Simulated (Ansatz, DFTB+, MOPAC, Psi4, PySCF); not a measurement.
Process, species as SMILES: C#CC#C + 2 C (CH4) → 2 C#C (C2H2) [acetylene] + CC (C2H6)

Quantity: bond separation energy (enthalpy at 298 K), in kcal/mol. Conventions: frozen cores in correlated levels; 6-311+G** with 5d; non-relativistic; 6-31G* and kin with 6d, 5d where marked; SCC-DFTB with the Slater-Koster set that CP2K ships; no spin-orbit coupling; dispersion terms only where a functional's name holds one. First-principles and DFTB rows: single points at B3LYP-D3(BJ) geometries (Ansatz, a quantum-chemistry and plane-wave program), with unscaled harmonic terms from B3LYP/6-31G* (Ansatz) at its own minima. Semi-empirical rows: MOPAC heats of formation at their own minima for 298 K. The Hartree-Fock reference of C#CC#C is unstable towards a lower, spin-broken solution.

Measured values: Active Thermochemical Tables 1.112 (ions: stationary electron), as tabulated in the package chemicals; they hold spin-orbit and core effects, anharmonicity. 

Value to compare with, the measured value: 14.7 kcal/mol.

```csv
level,program,bond separation energy (enthalpy at 298 K) (kcal/mol),error
PM3,MOPAC,6.9,-7.8
SCC-DFTB,DFTB+,14.8,0.1
HF/6-311+G**,Ansatz,10.4,-4.3
PBE/3-21G,Ansatz,20.4,5.7
PBE/6-31G*,Ansatz,25.0,10.3
PBE/6-311+G**,Ansatz,20.2,5.5
BP86/6-31G* (5d),PySCF,25.0,10.3
B3LYP/3-21G,Ansatz,18.9,4.2
B3LYP/6-31G*,Ansatz,22.7,8.0
B3LYP/6-31+G*,Ansatz,20.5,5.8
B3LYP/cc-pVDZ,Ansatz,18.6,3.9
wB97X-D/6-311+G**,Psi4,14.3,-0.4
MP2/6-31G*,Ansatz,18.3,3.6
B3PW91/6-31G* (5d),PySCF,22.5,7.8
PBE0/def2-TZVPD,Ansatz,18.2,3.5
M06-2X/def2-TZVPD,PySCF,14.7,0.0
wB97X-V/def2-TZVPD,Ansatz,13.5,-1.2
```

11 of the 14 habitual levels lie above the measured value; their mean absolute error is 5.5 kcal/mol, the median 5.6.

The levels are drawn from those run, B3LYP/6-31G* more often than the rest, none by its result; left out are runs that failed, that the program found above a lower state of the same kind, or whose <S^2> lies over 0.5 above the pure value.
